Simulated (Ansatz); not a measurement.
NH3, triplet: from triple and quadruple zeta to the limit

```json
{"atom": "N", "x (Å)": "0.0020", "y (Å)": "0.0026", "z (Å)": "-0.0714"}
{"atom": "H", "x (Å)": "0.9311", "y (Å)": "-0.0026", "z (Å)": "0.3573"}
{"atom": "H", "x (Å)": "-0.4883", "y (Å)": "0.7975", "z (Å)": "0.3467"}
{"atom": "H", "x (Å)": "-0.4704", "y (Å)": "-0.8308", "z (Å)": "0.2884"}
```

Ansatz 0.2.0, UHF determinant, valence electrons correlated. Energies in eV.

```json
{"set": "def2-TZVPPD", "X": "3", "functions": "88", "Hartree–Fock": "-1524.3423", "MP2 correlation": "-5.3241", "CCSD(T) correlation": "-6.0158", "time": "4.6 s on 1 × NVIDIA H100 80GB HBM3 with 1 thread of AMD EPYC 7R13 Processor (Zen 3), on a shared host"}
{"set": "def2-QZVPPD", "X": "4", "functions": "162", "Hartree–Fock": "-1524.4747", "MP2 correlation": "-5.6700", "CCSD(T) correlation": "-6.3212", "time": "5.5 s on 1 × NVIDIA H100 80GB HBM3 with 1 thread of AMD EPYC 7R13 Processor (Zen 3), on a shared host"}
```

Hartree–Fock is taken to follow E(X) = E∞ + A·exp(−7.88·√X), correlation E(X) = E∞ + B·X^−2.97.

Cautions: lower spins were not checked.

Question: Work out the CCSD(T) energy at the limit, and how far the shortcut misses it that extrapolates MP2 and adds CCSD(T) minus MP2 from the smaller set.

Answer: Hartree–Fock: E∞ = E4 + 0.1377·(E4 − E3) = -1524.4929. Correlation: E∞ = E4 + 0.7407·(E4 − E3) = -6.5475 for CCSD(T) and -5.9262 for MP2. The limit is -1531.0405 eV, 0.245 eV below def2-QZVPPD. The shortcut gives a correlation energy of -5.9262 + (-0.6916) = -6.6179, 70 meV lower than the direct value.
